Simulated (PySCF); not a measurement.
Gas-phase reaction: i-Si4H10 → SiH4 + 3 SiH2

Energies from PySCF, thermal terms from the rigid-rotor harmonic-oscillator model, ideal gas at 1 bar. † marks an energy on the PBE0/def2-TZVP geometry and frequencies; other levels use their own. MP2 freezes the core. 6-31G* has spherical d functions here. All species are closed-shell singlets. MP2 isn't extrapolated to the basis-set limit; its ΔH°(298 K) is 700.6 kJ in def2-SVP and 722.0 kJ in def2-TZVPP. The harmonic model lacks anharmonicity and excited electronic states, which grow with temperature; levels with a mode under 35 cm⁻¹ are left out. Internal rotation in i-Si4H10 is treated as a harmonic vibration of one conformer, which makes the entropy rough.

```json
[
 {"level": "BLYP/def2-TZVP†", "ΔE electronic, kJ": "645", "ΔH°(298 K), kJ": "611", "ΔS°(298 K), J/K": "418", "ΔG°(1000 K), kJ": "206"},
 {"level": "HF/6-31G*", "ΔE electronic, kJ": "640", "ΔH°(298 K), kJ": "603", "ΔS°(298 K), J/K": "422", "ΔG°(1000 K), kJ": "193"},
 {"level": "MP2/def2-SVP†", "ΔE electronic, kJ": "735", "ΔH°(298 K), kJ": "701", "ΔS°(298 K), J/K": "418", "ΔG°(1000 K), kJ": "296"},
 {"level": "MP2/def2-TZVPP†", "ΔE electronic, kJ": "757", "ΔH°(298 K), kJ": "722", "ΔS°(298 K), J/K": "418", "ΔG°(1000 K), kJ": "318"},
 {"level": "PBE0/def2-SVP†", "ΔE electronic, kJ": "775", "ΔH°(298 K), kJ": "740", "ΔS°(298 K), J/K": "418", "ΔG°(1000 K), kJ": "336"},
 {"level": "r2SCAN/def2-TZVP†", "ΔE electronic, kJ": "798", "ΔH°(298 K), kJ": "763", "ΔS°(298 K), J/K": "418", "ΔG°(1000 K), kJ": "359"},
 {"level": "LDA/def2-TZVP†", "ΔE electronic, kJ": "846", "ΔH°(298 K), kJ": "811", "ΔS°(298 K), J/K": "418", "ΔG°(1000 K), kJ": "407"},
 {"level": "ωB97X-V/def2-TZVP†", "ΔE electronic, kJ": "762", "ΔH°(298 K), kJ": "728", "ΔS°(298 K), J/K": "418", "ΔG°(1000 K), kJ": "323"}
]
```
ΔH° is lowest at HF/6-31G* and highest at LDA/def2-TZVP†. No reference value is set beside these.
